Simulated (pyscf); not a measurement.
One hydrogen abstraction on the doublet surface with elements of a group swapped. ωB97M-D3(BJ)/def2-TZVP, kcal/mol, from the separated reactants. Optimised with ωB97X-D3(BJ)/def2-SVP in PySCF.

| step | barrier | reaction energy | imaginary mode (i cm⁻¹) |
|---|---|---|---|
| AsH₂• + H₃Si–SiH(SiH₃)–SiH₃ → AsH₃ + H₃Si–Si•(SiH₃)–SiH₃ | [?] | [?] | 1427 |
| PH₂• + H₃Si–SiH(SiH₃)–SiH₃ → PH₃ + H₃Si–Si•(SiH₃)–SiH₃ | 6.0 | +0.1 | 1626 |

### Question
Some entries are withheld; supply them.

### Answer

- AsH₂• + H₃Si–SiH(SiH₃)–SiH₃ → AsH₃ + H₃Si–Si•(SiH₃)–SiH₃, barrier: 10.2
- AsH₂• + H₃Si–SiH(SiH₃)–SiH₃ → AsH₃ + H₃Si–Si•(SiH₃)–SiH₃, reaction energy: +9.7

Each row is the saddle that its search found. Elements up to Kr have no core potential and no relativistic terms here.
